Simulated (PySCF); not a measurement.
**OH at UHF-MP2**

Computed with UHF-MP2; basis H def2-TZVP, O def2-TZVP; no relativity; PySCF 2.14.

* state: ²Π (doublet), unpaired electrons π ↑
* bond length: 0.972 Å
* harmonic wavenumber: 3779 cm⁻¹
* force constant: 7.98 mdyn/Å
* rotational constant Be: 18.83 cm⁻¹
* anharmonicity ωexe: 70.9 cm⁻¹
* vibration–rotation constant αe: 0.644 cm⁻¹
* well depth De to H + O: 4.37 eV
* dissociation energy D0: 4.14 eV

Correlated steps freeze 1 core orbital. The state was picked by a PBE0 search and need not be the measured ground state.
